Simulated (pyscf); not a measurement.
PySCF, gas phase, ωB97X-D3(BJ)/def2-SVP geometries.

Question: For H₃C–InH–CH₃ + hydrogen fluoride (HF) → H₃C–In(CH₃)–F + hydrogen (H₂), a four-centre exchange (singlet surface; H–In, F–H broken, F–In, H–H formed), PBE/def2-TZVP gives ΔE‡ = -4.7 kcal/mol and ΔE = -20.1 kcal/mol (zero: the separated reactants). In which direction and how far do B3LYP-D3(BJ)/def2-TZVP, PBE0-D3(BJ)/def2-TZVP, ωB97M-D3(BJ)/def2-TZVP move these?

Answer: B3LYP-D3(BJ): ΔE‡ = -1.5 kcal/mol, ΔE = -20.3 kcal/mol; PBE0-D3(BJ): ΔE‡ = -1.5 kcal/mol, ΔE = -17.3 kcal/mol; ωB97M-D3(BJ): ΔE‡ = 0.7 kcal/mol, ΔE = -17.9 kcal/mol. PBE's barrier lies under all of them, by 3.2 to 5.4 kcal/mol. Its reaction energy matches one of them and lies within 2.7 kcal/mol of the others. On the reactant side the descent ends in a complex, 7.5 kcal/mol under the separated species and 6.5 kcal/mol under the saddle at ωB97X-D3(BJ)/def2-TZVP. At PBE, B3LYP-D3(BJ), PBE0-D3(BJ) the saddle lies under the separated reactants, which points to a path from their complex (located at ωB97X-D3(BJ) alone). At the saddle there is also a short H–In contact that neither side keeps. One saddle was located; it need not be the lowest between these sides. Elements past Kr carry the def2 core potentials, without spin-orbit coupling.
